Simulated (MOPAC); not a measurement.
MOPAC input (PM6):

```
PM6 FORCE THERMO(298,298) PRECISE LET GEO-OK AUX(PRECISION=9) THREADS=1
N2O

N    -0.00000000 1    0.00000000 1   -1.19986796 1
N     0.00000000 1   -0.00000000 1   -0.06877423 1
O    -0.00000000 1    0.00000000 1    1.11011810 1
```

Output:

```
 *******************************************************************************
 **                                                                           **
 **                              MOPAC v23.2.5                                **
 **                                                                           **
 *******************************************************************************
 ** MOPAC's Digital Object Identifier: https://doi.org/10.5281/zenodo.6511958 **
 **                                                                           **
 ** Please cite the open-source release paper for use of this MOPAC version:  **
 ** J. E. Moussa and J. J. P. Stewart (2026)                                  **
 ** MOPAC: An open-source semiempirical molecular orbital program             **
 ** J. Open Source Softw., 11(119), 8025, https://doi.org/10.21105/joss.08025 **
 *******************************************************************************

                              PM6 CALCULATION RESULTS

 *******************************************************************************
 *  PM6        - The PM6 Hamiltonian to be used
 *  GEO-OK     - OVERRIDE INTERATOMIC DISTANCE AND OTHER SAFETY CHECKS
 *  LET        - OVERRIDE SOME SAFETY CHECKS
 *  PRECISE    - TIGHTER CRITERIA TO BE USED
 *  FORCE      - FORCE CALCULATION SPECIFIED
 *  AUX        - OUTPUT AUXILIARY INFORMATION
 *  THERMO     - THERMODYNAMIC QUANTITIES TO BE CALCULATED
 *******************************************************************************
PM6 FORCE THERMO(298,298) PRECISE LET GEO-OK AUX(PRECISION=9) THREADS=1
 N2O

   ATOM   CHEMICAL          X               Y               Z
  NUMBER   SYMBOL      (ANGSTROMS)     (ANGSTROMS)     (ANGSTROMS)

     1       N         -0.00000000  *   0.00000000  *  -1.19986796  *
     2       N          0.00000000  *  -0.00000000  *  -0.06877423  *
     3       O         -0.00000000  *   0.00000000  *   1.11011810  *

          CARTESIAN COORDINATES

    NO.       ATOM           X           Y           Z

     1         N         -0.0000      0.0000     -1.1999
     2         N          0.0000     -0.0000     -0.0688
     3         O         -0.0000      0.0000      1.1101

 General Reference for PM6:
 "Optimization of Parameters for Semiempirical Methods V: Modification of NDDO Approximations
 and Application to 70 Elements", J. J. P. Stewart, J. Mol. Mod., 13, 1173-1213 (2007)
 URL: https://link.springer.com/article/10.1007/s00894-007-0233-4

           Empirical Formula: N2 O  =     3 atoms

      MOLECULAR POINT GROUP   :   C*v

      RHF CALCULATION, NO. OF DOUBLY OCCUPIED LEVELS = 8

          HEAT OF FORMATION =      27.889738 KCALS/MOLE

          CARTESIAN COORDINATE DERIVATIVES

   NUMBER  ATOM         X            Y            Z

     1       N     -0.010457     0.000001     0.000000
     2       N      0.035613    -0.000002     0.000000
     3       O     -0.025156     0.000001     0.000000

 DIPOLE           X         Y         Z       TOTAL
 POINT-CHG.    -0.385    -0.000     0.000     0.385
 HYBRID         0.838     0.000     0.000     0.838
 SUM            0.453    -0.000     0.000     0.453

          GRADIENT NORM =   0.04484

          MOLECULAR WEIGHT =   44.01

          ROTATIONAL CONSTANTS IN CM(-1)

          A =    0.00000000   B =    0.42198389   C =    0.42198389

           PRINCIPAL MOMENTS OF INERTIA IN UNITS OF 10**(-40)*GRAM-CM**2

          A =        0.0000   B =       66.3361   C =       66.3361

          ORIENTATION OF MOLECULE IN FORCE CALCULATION

    NO.       ATOM         X         Y         Z

     1          N      -1.1997   -0.0000    0.0000
     2          N      -0.0686   -0.0000    0.0000
     3          O       1.1103    0.0000   -0.0000

    FIRST DERIVATIVES WILL BE USED IN THE CALCULATION OF SECOND DERIVATIVES

    FOR POINT-GROUP C*v  THERE ARE  84 UNIQUE SYMMETRY FUNCTIONS.

(To convert to Hartree/Bohr^2, multiply by (10^(-21) x N x a0^2)/(4.184 x 627.51) =  0.0642)

           FORCE MATRIX IN MILLIDYNES/ANGSTROM

                  N  1       N  2       O  3
 ------------------------------------------
     N    1  21.218072
     N    2  19.221126  31.195752
     O    3   2.110070  11.982238  13.965545

          HEAT OF FORMATION =      27.889738 KCALS/MOLE

          ZERO POINT ENERGY       7.041 KCAL/MOL

           NORMAL COORDINATE ANALYSIS (Total motion = 1 Angstrom)

   Root No.       1         2         3         4

                 1 Pi      1 Pi      1 Sig     2 Sig

                 546.5     546.5    1427.9    2404.3

           1    0.0000   -0.0000   -0.3939   -0.3587
           2   -0.2632   -0.0047   -0.0000   -0.0000
           3    0.0047   -0.2632    0.0000    0.0000
           4   -0.0000    0.0000   -0.1393    0.5094
           5    0.5156    0.0092   -0.0000    0.0000
           6   -0.0092    0.5156    0.0000   -0.0000
           7    0.0000   -0.0000    0.4668   -0.1319
           8   -0.2210   -0.0039    0.0000   -0.0000
           9    0.0039   -0.2210   -0.0000    0.0000

           MASS-WEIGHTED COORDINATE ANALYSIS (NORMAL COORDINATES)

   Root No.       1         2         3         4

                 1 Pi      1 Pi      1 Sig     2 Sig

                 546.5     546.5    1427.9    2404.3

           1    0.0000   -0.0000   -0.6053   -0.5615
           2   -0.4208   -0.0052   -0.0000   -0.0000
           3    0.0052   -0.4208    0.0000    0.0000
           4   -0.0000    0.0000   -0.2140    0.7975
           5    0.8246    0.0102   -0.0000    0.0000
           6   -0.0102    0.8246    0.0000   -0.0000
           7    0.0000   -0.0000    0.7667   -0.2207
           8   -0.3778   -0.0047    0.0000   -0.0000
           9    0.0047   -0.3778   -0.0000    0.0000

          DESCRIPTION OF VIBRATIONS

 VIBRATION          2    1Pi         ATOM PAIR     ENERGY CONTRIBUTION    RADIAL
 FREQUENCY           546.55         N 1 -- N 2         +52.0% ( 85.7%)      0.0%
 TRANSITION DIPOLE   1.8867         N 2 -- O 3         +48.0% ( 82.3%)      0.0%
 TRAVEL (Ang.)       0.1305
 REDUCED MASS        7.2443
 EFFECTIVE MASS     14.2831
 FORCE CONSTANT      1.2750

 VIBRATION          3    1Sig        ATOM PAIR     ENERGY CONTRIBUTION    RADIAL
 FREQUENCY          1427.87         N 2 -- O 3         +74.4% ( 85.4%)    100.0%
 TRANSITION DIPOLE   2.9674         N 1 -- N 2         +25.6% ( 50.1%)    100.0%
 TRAVEL (Ang.)       0.0797
 REDUCED MASS        7.4372
 EFFECTIVE MASS     15.1673
 FORCE CONSTANT      8.9338

 VIBRATION          4    2Sig        ATOM PAIR     ENERGY CONTRIBUTION    RADIAL
 FREQUENCY          2404.32         N 1 -- N 2         +64.2% ( 95.7%)    100.0%
 TRANSITION DIPOLE   8.1933         N 2 -- O 3         +35.8% ( 71.4%)    100.0%
 TRAVEL (Ang.)       0.0629
 REDUCED MASS        7.0954
 EFFECTIVE MASS     14.1014
 FORCE CONSTANT     24.1662

      SYMMETRY NUMBER FOR POINT-GROUP C*v =  1

          SYSTEM IS A GROUND STATE

 N2O

          MOLECULE IS LINEAR

          THERE ARE  4 GENUINE VIBRATIONS IN THIS SYSTEM
          THIS THERMODYNAMICS CALCULATION IS LIMITED TO
          MOLECULES WHICH HAVE NO INTERNAL ROTATIONS

                    CALCULATED THERMODYNAMIC PROPERTIES
                                          *
   TEMP. (K)   PARTITION FUNCTION   H.O.F.    ENTHALPY  HEAT CAPACITY ENTROPY
                                   KCAL/MOL   CAL/MOLE    CAL/K/MOL  CAL/K/MOL

 298.00  VIB.     0.1161D+01                   244.6832     2.3917     1.1177
         ROT.     0.4908D+03                   592.1869     1.9872    14.3001
         INT.     0.5698D+03                   836.8700     4.3789    15.4178
         TRA.     0.2823D+27                  1480.4672     4.9680    37.2694
         TOT.                       27.890    2317.3372     9.3469    52.6873

   *: NOTE: HEATS OF FORMATION ARE RELATIVE TO THE
            ELEMENTS IN THEIR STANDARD STATE AT 298K
              (=  Standard Enthalpy of Formation).

            Hvib:  Zero-point energy is not included.
                   frequencies of less than zero cm-1 are not included.
            Hrot = (3/2)RT
            Htra = (3/2)RT + pV = (5/2)RT

            Heat capacity is Cp, not Cv

          For more information, see: HTTP://OpenMOPAC.net/Manual/thermochemistry.html

           FORCE CONSTANT IN CARTESIAN COORDINATES (Millidynes/A)

    ATOM   CHEMICAL       X               Y               Z
   NUMBER   SYMBOL  FORCE CONSTANT  FORCE CONSTANT  FORCE CONSTANT

      1       N       21.208397        0.436951        0.436951
      2       N       31.108847        1.676593        1.676593
      3       O       13.951207        0.402698        0.402698

 **********************
 *                    *
 * JOB ENDED NORMALLY *
 *                    *
 **********************

 == MOPAC DONE ==
```
